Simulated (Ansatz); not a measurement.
`C=NC(F)OC`, relaxed with RKS PBE-D4/def2-SVP in Ansatz from a rough embedded geometry. The force threshold is 0.03 eV/Å; the program also tests the step.

Total charge 0; spin multiplicity 1.

Start:

```xyz
12

C    -1.024   -1.451    1.021
N    -1.233   -0.638   -0.033
C    -0.014   -0.480   -0.836
F     0.536   -1.698   -1.040
O     1.077    0.218   -0.181
C     0.772    1.623   -0.071
H    -1.890   -1.619    1.677
H    -0.073   -1.872    1.257
H    -0.265   -0.005   -1.733
H     1.611    2.095    0.428
H    -0.135    1.774    0.549
H     0.639    2.053   -1.039
```

| step | energy (eV) | largest force (eV/Å) | largest move (Å) |
| --- | --- | --- | --- |
| 1 | -9443.3885 | 3.363 | 0.000 |
| 2 | -9443.7200 | 1.572 | 0.151 |
| 3 | -9443.7588 | 1.210 | 0.161 |
| 4 | -9443.8049 | 0.688 | 0.200 |
| 5 | -9443.8881 | 0.571 | 0.200 |
| 6 | -9443.9177 | 0.327 | 0.077 |
| 7 | -9443.9483 | 0.611 | 0.199 |
| 8 | -9443.9649 | 0.869 | 0.113 |
| 9 | -9443.9932 | 0.311 | 0.200 |
| 10 (rejected) | -9443.9845 | 0.579 | 0.200 |
| 11 | -9444.0010 | 0.390 | 0.098 |
| 12 | -9444.0082 | 0.126 | 0.100 |
| 13 | -9444.0085 | 0.118 | 0.065 |
| 14 | -9444.0102 | 0.097 | 0.026 |
| 15 | -9444.0104 | 0.022 | 0.004 |

End:

```xyz
12

C    -1.184   -1.629    0.958
N    -0.850   -0.507    0.453
C     0.170   -0.458   -0.560
F     0.792   -1.668   -0.787
O     1.181    0.417   -0.188
C     0.793    1.780   -0.188
H    -1.958   -1.649    1.751
H    -0.736   -2.599    0.648
H    -0.319   -0.142   -1.520
H     1.689    2.368    0.084
H    -0.019    1.979    0.545
H     0.442    2.107   -1.196
```

It took 23 s on 4 threads of an Arm Neoverse V1 on a shared host, with 0.16 GiB of host memory at the peak.
